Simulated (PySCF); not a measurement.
**Orbital picture of N₂⁺**

PBE0 at R = 1.108 Å; N 6-311G(d,p); no relativity (PySCF 2.14). State: ²Πu (doublet), unpaired electrons π ↑, a second solution, started from another occupation. Only the outer orbitals are listed.

| spin | orbital | occ. | ε (eV) | main shells (%) |
| --- | --- | --- | --- | --- |
| α | σg | 1 | -45.16 | 72 s, 27 p |
| α | σu | 1 | -27.19 | 86 s, 14 p |
| α | πu | 1 | -26.40 | 98 p |
| α | πu | 1 | -25.04 | 98 p |
| α | σg | 1 | -23.49 | 66 p, 34 s |
| α | πg | 0 | -13.00 | 100 p |
| α | πg | 0 | -11.84 | 100 p |
| β | σg | 1 | -43.58 | 71 s, 28 p |
| β | σu | 1 | -26.35 | 83 s, 17 p |
| β | πu | 1 | -24.59 | 98 p |
| β | σg | 1 | -23.11 | 65 p, 34 s |
| β | πu | 0 | -20.55 | 98 p |
| β | πg | 0 | -11.51 | 99 p |
| β | πg | 0 | -10.37 | 99 p |

Problem. Which are the highest filled and the lowest empty level, where do they sit, and how wide is the gap?

Solution. Highest filled β σg at -23.11 eV (in %: 65 p, 34 s); lowest empty β πu at -20.55 eV (in %: 98 p); the gap at PBE0 is 2.56 eV.

```json
{
 "bond order (Mayer)": "2.11",
 "⟨S²⟩": "0.751"
}
```
